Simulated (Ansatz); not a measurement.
Run this with the Python package of Ansatz (0.2.0) and show what comes out.

Script `composite_ch5alsi.py`:
```python
"""Relax CH5AlSi cheaply, then refine its energy."""

import ansatz as az
import numpy as np

geometry_ang = [
    ("C", (-0.5142, 0.174, -0.7895)),
    ("Al", (-0.1493, 1.0797, 0.9125)),
    ("Si", (0.3638, -1.1025, 0.0795)),
    ("H", (-1.5566, -0.0293, -0.9561)),
    ("H", (-0.0303, 0.6293, -1.6993)),
    ("H", (0.4271, 2.415, 1.6109)),
    ("H", (1.882, -1.1532, -0.0813)),
    ("H", (-0.3303, -2.0702, 0.8674)),
]
ch5alsi = az.Crystal.molecule()
for symbol, xyz in geometry_ang:
    ch5alsi = ch5alsi.atom(symbol, xyz)

base = ch5alsi.calculation()
base = base.basis(gaussian="def2-SVP")
base = base.functional("r2scan")
symbols = [site.symbol for site in ch5alsi.cartesian_sites]
start = np.array([site.position_ang for site in ch5alsi.cartesian_sites], dtype=float)
rep = base.relax(force_tolerance=0.01, max_steps=100).run(threads=1).report
end = np.array(rep["positions_ang"])
print("final positions (A) and the move of each atom")
for symbol, xyz, old in zip(symbols, end, start):
    print(f"{symbol:2s} {xyz[0]:10.5f} {xyz[1]:10.5f} {xyz[2]:10.5f}   {np.linalg.norm(xyz - old):7.4f}")

minimum = az.Crystal.molecule()
for symbol, place in zip(symbols, end):
    minimum = minimum.atom(symbol, place.tolist())
at_minimum = minimum.calculation()
# MP2 extrapolated to the basis limit, plus the small-basis difference CCSD(T) - MP2
level = lambda method, basis: at_minimum.basis(gaussian=basis).correlation(method).run(threads=1).report
small, large, cluster = level("mp2", "cc-pVDZ"), level("mp2", "cc-pVTZ"), level("ccsd_t", "cc-pVDZ")
corr = lambda each: (each["free_energy_ev"] - each["reference_energy_ev"]) / 27.211386246
mp2_limit = (27 * corr(large) - 8 * corr(small)) / 19
pieces = {"HF / cc-pVTZ": large["reference_energy_ev"] / 27.211386246, "MP2 correlation, DZ-TZ limit": mp2_limit, "CCSD(T) - MP2 / cc-pVDZ": corr(cluster) - corr(small)}
for name, value in pieces.items():
    print(f"{name:32s} {value:14.6f} Ha")
print(f"{'sum':32s} {sum(pieces.values()):14.6f} Ha")
print("T1 diagnostic", round(cluster["correlation"]["coupled_cluster"]["t1_diagnostic"], 4))
```

Output of `python composite_ch5alsi.py`:
```text
final positions (A) and the move of each atom
C    -0.41397    0.29528   -0.76474    0.1593
Al    0.09858    1.19540    0.89470    0.2741
Si    0.45916   -1.04708    0.32877    0.2726
H    -1.51100    0.13745   -0.78855    0.2407
H    -0.06932    0.46778   -1.79653    0.1925
H     0.05534    2.60245    1.62210    0.4165
H     1.80179   -1.43227   -0.20927    0.3173
H    -0.32839   -2.27620    0.65761    0.2940
HF / cc-pVTZ                        -571.595501 Ha
MP2 correlation, DZ-TZ limit          -0.401808 Ha
CCSD(T) - MP2 / cc-pVDZ               -0.057134 Ha
sum                                 -572.054443 Ha
T1 diagnostic 0.0129
```

Total energies depend on the basis set; only differences at equal settings carry meaning. The sum leaves out core correlation, relativity, the Hartree-Fock basis error and zero-point energy; a DZ-TZ extrapolation is rough. Inner cores stay frozen, so this is valence correlation. For Al to Cl the sets with a tight d function, cc-pV(X+d)Z, are usual. An extrapolation from small basis sets is rough. Hardware and time: 91 s on 1 thread of Arm Neoverse V1 (shared host), peak memory 0.36 GiB.
